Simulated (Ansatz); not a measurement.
`[H]/N=C/C#C`. The species carries charge 0 and has multiplicity 1.

| atom | x (Å) | y (Å) | z (Å) |
| --- | --- | --- | --- |
| H1 | -1.3146 | -2.0505 | -0.5328 |
| N2 | -0.5591 | -1.5877 | -0.0287 |
| C3 | -0.5217 | -0.3577 | -0.3376 |
| C4 | 0.4452 | 0.5302 | 0.2259 |
| C5 | 1.2291 | 1.3302 | 0.6605 |
| H6 | -1.2127 | 0.1135 | -1.0462 |
| H7 | 1.9338 | 2.0220 | 1.0589 |

Problem. What are the harmonic wavenumbers in cm⁻¹ at PBE0-D4/def2-TZVP (Ansatz, finite differences of forces, unscaled)? (An estimate is asked.)

Solution. Ansatz gave: 233, 301, 622, 693, 707, 827, 943, 1116, 1245, 1417, 1700, 2232, 3054, 3479, 3489.

Problem. Is this a minimum?

Solution. Yes, all 15 modes are real.

Problem. Give the ideal-gas thermochemistry at 298.15 K and 1 bar (rigid rotor, harmonic oscillator; point group Cs, symmetry number 1).

Solution. Zero-point energy 131.9 kJ/mol; H(298) − E = 145.7 kJ/mol; entropy 274.2 J/(mol·K), of which translation 158.4, rotation 96.1, vibration 19.7; G(298) − E = 63.9 kJ/mol.

Problem. Rotational constants (cm⁻¹)?

Solution. 2.161, 0.1598, 0.1488.
